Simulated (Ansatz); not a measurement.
`C[Si]C` + H₂O → `C[Si]O` + CH₄ at 600 K and 1 bar (formal hydrolysis of the Si–C bond).

Isolated molecules relaxed with PBE0-D4/def2-TZVP in Ansatz; ΔE leaves out vibrations. CBS: MP2 limit from def2 TZ/QZ plus the TZ coupled-cluster correction, frozen cores. This one scheme is used for every species. One conformer a species, not always the lowest.

```csv
species,CCSD(T)/CBS energy (Eh),H − E (kJ/mol),S (J/(mol·K))
`C[Si]C`,-368.74530,234.7,367.6
H₂O,-76.37941,76.8,212.8
`C[Si]O`,-404.71755,171.7,351.0
CH₄,-40.46206,140.4,215.7
```

H − E and S are ideal-gas, rigid-rotor, harmonic terms from PBE0-D4/def2-TZVP, for one conformer and one mirror image of each species. 1 Eh = 2625.50 kJ/mol, R = 8.31446 J/(mol·K).

Question: By hand: ΔE, ΔH, ΔS and ΔG.

Answer: ΔE = (-404.71755) + (-40.46206) − (-368.74530) − (-76.37941) = -0.05490 Eh = -144.1 kJ/mol. Δ(H − E) = 171.7 + 140.4 − 234.7 − 76.8 = 0.6, so ΔH = -143.5 kJ/mol. ΔS = 351.0 + 215.7 − 367.6 − 212.8 = -13.7 J/(mol·K). ΔG = -143.5 − 600 × (-13.7)/1000 = -135.3 kJ/mol.

Question: By hand: the equilibrium constant, and the temperature at which ΔG would vanish if ΔH and ΔS stayed fixed.

Answer: log₁₀ K = −ΔG/(RT ln 10) = 11.8. ΔG = 0 at ΔH/ΔS = 10474 K, far beyond where these terms or the molecules hold.

The number of gas molecules stays the same, so ΔS is small and ΔH decides. A doubt of 5 kJ/mol in ΔE shifts log₁₀ K by 0.4 here. Other conformers and mirror images would add mixing entropy, several J/(mol·K) or more a flexible species. These are equilibria of isolated gas molecules and say nothing of rates. Largest T1 diagnostic: 0.014 (customary marks: 0.02 for closed shells, 0.045 for open ones).
